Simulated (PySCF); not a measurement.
A structure optimised at PBE-D3(BJ)/def2-SVP, used in a PySCF frequency run:

```
O
C 1 1.3482
O 2 1.2102 1 125.75
H 2 1.1203 3 125.79 1 -180.00
C 1 1.4363 2 115.23 4 180.00
H 5 1.1042 1 106.15 2 180.00
H 5 1.1087 6 110.42 1 120.18
H 5 1.1087 6 110.42 7 119.64
```

Task: Write its SMILES, formula and point group.

Result: COC=O, C₂H₄O₂, Cs

Task: What are its rotational constants (standard atomic weights)?

Result: 19.866, 6.8038, 5.2390 GHz
